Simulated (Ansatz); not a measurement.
A nudged elastic band was laid between two geometries of BH3O + FH (7 atoms, charge 0, multiplicity 1).

Method: RKS BLYP-D4/def2-mTZVP (Ansatz).

```
movable images  : 7
climbing image  : yes
spring          : 5.0 eV/Å²
optimiser       : quadratic models (default)
start path      : through a guess of the saddle point
force threshold : 0.05 eV/Å
iteration limit : 60
end points      : relaxed
```

Image 0:

```xyz
7
Properties=species:S:1:pos:R:3
B -0.334 -0.494 -0.253
H -0.761 0.191 0.656
O 0.939 -0.352 -0.690
H 1.451 0.336 -0.210
H -1.035 -1.306 -0.777
F 1.226 1.709 1.306
H 0.339 1.367 1.359
```

Image 8:

```xyz
7
Properties=species:S:1:pos:R:3
B 0.388 0.223 -0.747
H -0.839 0.598 2.813
O 1.616 -0.340 -0.577
H 1.633 -1.292 -0.791
H -0.574 -0.379 -1.126
F 0.274 1.533 -0.473
H -0.674 1.106 2.291
```

**Question.** Which bonds break or form, and what moves?

**Answer.** Bonds broken: B1–H2, F6–H7. Bonds formed: B1–F6, H2–H7. BH3O + FH becomes BFH2O + H2.

**Question.** Give the energies along the band, and the barrier.

**Answer.** The forces met the threshold. The highest image is number 3 of 0 to 8, 24.2 kcal/mol above the first end and 55.2 kcal/mol above the last; the last end lies 31.0 kcal/mol below the first. The profile has 2 maxima (images 3, 6) with wells between them (image 5): this band takes more than one step, which may be the mechanism or a detour left from its start path. A structure lower than the last end lies on the path between it and the top, so the climb from that side starts below the end, which may itself be a saddle point or a shallow side well. Neighbouring images differ by up to 2.3 eV, so the band resolves the path poorly. A vibrational analysis at the climbing image gives one clearly imaginary mode, 1148i cm⁻¹: a first-order saddle point. The orbitals stay closed-shell, which can raise the energy where a bond breaks towards radicals; this wasn't checked here.

```json
{"image": "0", "path coordinate (Å)": "0.00", "energy (kcal/mol)": "0.0", "B1–H2 (Å)": "1.22", "F6–H7 (Å)": "0.95", "B1–F6 (Å)": "3.12"}
{"image": "1", "path coordinate (Å)": "1.09", "energy (kcal/mol)": "2.1", "B1–H2 (Å)": "1.21", "F6–H7 (Å)": "0.95", "B1–F6 (Å)": "3.15"}
{"image": "2", "path coordinate (Å)": "2.19", "energy (kcal/mol)": "3.6", "B1–H2 (Å)": "1.22", "F6–H7 (Å)": "0.95", "B1–F6 (Å)": "2.81"}
{"image": "3", "path coordinate (Å)": "3.28", "energy (kcal/mol)": "24.2", "B1–H2 (Å)": "1.37", "F6–H7 (Å)": "1.20", "B1–F6 (Å)": "1.74"}
{"image": "4", "path coordinate (Å)": "4.66", "energy (kcal/mol)": "-29.7", "B1–H2 (Å)": "2.55", "F6–H7 (Å)": "2.43", "B1–F6 (Å)": "1.36"}
{"image": "5", "path coordinate (Å)": "6.04", "energy (kcal/mol)": "-31.5", "B1–H2 (Å)": "3.64", "F6–H7 (Å)": "3.43", "B1–F6 (Å)": "1.35"}
{"image": "6", "path coordinate (Å)": "7.42", "energy (kcal/mol)": "-23.0", "B1–H2 (Å)": "3.70", "F6–H7 (Å)": "3.92", "B1–F6 (Å)": "1.35"}
{"image": "7", "path coordinate (Å)": "8.81", "energy (kcal/mol)": "-31.0", "B1–H2 (Å)": "3.33", "F6–H7 (Å)": "4.02", "B1–F6 (Å)": "1.34"}
{"image": "8", "path coordinate (Å)": "10.19", "energy (kcal/mol)": "-31.0", "B1–H2 (Å)": "3.79", "F6–H7 (Å)": "2.95", "B1–F6 (Å)": "1.34"}
```

**Question.** What is the geometry of the highest image?

**Answer.** 
```xyz
7
Properties=species:S:1:pos:R:3:forces:R:3
B -0.057 0.060 -0.072 0.00 0.00 -0.01
H -0.142 -0.221 1.262 0.00 0.00 0.00
O 1.026 -0.474 -0.713 0.00 0.00 0.00
H 1.878 -0.414 -0.240 0.00 0.00 0.00
H -1.133 0.022 -0.570 0.00 0.00 0.00
F 0.228 1.687 0.481 0.00 0.00 0.00
H 0.025 0.790 1.244 0.00 0.00 0.00
```

The band took 38 iterations and about 6 core-minutes.

Time of the run: 5.5 min on 1 thread of Arm Neoverse V2, on a shared host, peak memory 0.12 GiB.
